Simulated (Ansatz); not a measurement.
A made-up structure of CH4AlS, doublet:

```csv
atom,x (Å),y (Å),z (Å)
Al1,0.4110,0.0732,0.3566
C2,-1.0405,0.5346,-0.8046
S3,0.9455,-1.5289,0.5855
H4,-1.5384,-0.2362,-1.3351
H5,-1.3094,1.5567,-0.8858
H6,1.1800,1.1158,1.1516
H7,1.9510,-1.3420,1.4617
```

It is relaxed with PBE-D4/def2-SVP and then PBE0-D4/def2-TZVP (Ansatz 0.2.0). Atoms count as bonded within 1.22 times the sum of their covalent radii (H–H: 0.88 Å). The end point is not checked to be a true minimum.

(1) Does its bonding change? (Judge from chemistry; the calculation decides.)

Results:

(1) Computed: No: no bond forms or breaks.

Where it ends: The first stage lowers the energy by 3.75 eV in 6 steps. It ends as CH₄AlS ([CH2][AlH][SH]):
```xyz
7
angstrom
Al 0.4192 0.2399 0.3879
C -1.0445 0.5787 -0.8015
S 1.0394 -1.8444 0.6205
H -1.5708 -0.1970 -1.3547
H -1.4456 1.5706 -1.0024
H 1.1829 1.3670 1.1909
H 2.0187 -1.5417 1.4893
```

Labels in which every atom is bracketed show which atoms are joined, not bond orders.

For scale, one of the runs: PBE0-D4/def2-TZVP relaxation, 129 basis functions, launched by `ansatz run in.yaml --threads 2 --pin off --events-out ev --progress --plain --max-ram 4352MiB`. Hardware: 2 CPU threads of an Arm Neoverse V2, shared host. Wall time about 22 s.
